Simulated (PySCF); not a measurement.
CH2, SMILES [CH2] (connectivity only; charge and spin as stated), neutral, multiplicity 1. Geometry optimised at B3LYP-D3(BJ)/def2-TZVPD. The isomer is the one that the SMILES or the coordinates give; other isomers of the formula were not compared.

TDA-PBE0/def2-TZVPD in PySCF puts the lowest singlet excitations at 1.67, 5.47, 6.47, 8.52, 9.60, 10.01 eV.

Problem. What are the lowest excitation roots from ADC(2)/aug-cc-pVDZ run with PySCF? (An estimate is asked for; the answer gives what the named calculation found.)

Solution. 1.62, 5.74, 6.49, 7.72, 8.44, 8.75 eV. S1 differs by -0.05 eV (second minus first; roots are paired by order, and the bases may differ).
